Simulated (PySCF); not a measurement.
# Atomic charges by several schemes

Species: thiohydroxylamine, H3NS.
Cartesian coordinates in Å at the GFN2-xTB level; atoms count from 1:
```
atom  x, y, z in Å
N1    -0.5283    0.1958    0.1320
S2     0.9441   -0.4837   -0.4380
H3    -1.1841   -0.5459    0.3550
H4    -0.9346    0.7866   -0.5861
H5     1.7115    0.0502    0.5200
```

Density: PBE0/pcSseg-1 (PySCF); schemes: Mulliken, IAO, Hirshfeld and ESP-fitted. The structure is a single GFN2-xTB conformer in the gas phase; no vibrational or solvent corrections.

Problem. Do the Mulliken, IAO, Hirshfeld and ESP-fitted schemes agree on where the charge is lowest?

Solution. All schemes agree: Mulliken N1 (-0.519); IAO N1 (-0.677); Hirshfeld N1 (-0.244); ESP-fitted N1 (-0.842).

Problem. At which atom do the 4 schemes differ most?

Solution. At N1: from -0.842 (ESP-fitted) to -0.244 e (Hirshfeld), 0.598 e apart.

Problem. Which atoms carry the highest charge in the Mulliken, IAO, Hirshfeld and ESP-fitted schemes?

Solution. All schemes pick atoms of one kind: Mulliken H3 and H4 (+0.204); IAO H3 and H4 (+0.263); Hirshfeld H3 and H4 (+0.113); ESP-fitted H3 (+0.403).

Problem. Give the atomic charges in each scheme.

Solution. In e:

| atom | environment | Mulliken | IAO | Hirshfeld | ESP-fitted |
| --- | --- | --- | --- | --- | --- |
| N1 | nitrogen bonded to S and 2 H | -0.519 | -0.677 | -0.244 | -0.842 |
| S2 | sulfur bonded to N and H | -0.030 | +0.059 | -0.027 | -0.181 |
| H3 | N–H hydrogen | +0.204 | +0.263 | +0.113 | +0.403 |
| H4 | N–H hydrogen | +0.204 | +0.263 | +0.113 | +0.402 |
| H5 | S–H hydrogen | +0.141 | +0.092 | +0.044 | +0.219 |

Mean size of the charges over all atoms: ESP-fitted 0.409 e, IAO 0.271 e, Mulliken 0.220 e, Hirshfeld 0.108 e. Each set sums to the total charge, 0, to within 0.001 e. The Hirshfeld scheme weights the molecular density at each point by an atom's share of the summed free-atom densities.

Problem. How many electrons does the IAO scheme count on N1?

Solution. Z − q = 7 − (-0.677) = 7.677.

Problem. Sum the charges by element, for elements with more than one atom.

Solution. 
```
element  atoms  Mulliken     IAO  Hirshfeld  ESP-fitted
      H      3    +0.549  +0.618     +0.270      +1.023
```

These values come from a run that also computed NMR shieldings. Time: 2.3 s wall. Hardware: an Arm Neoverse V1 with one thread, shared host.
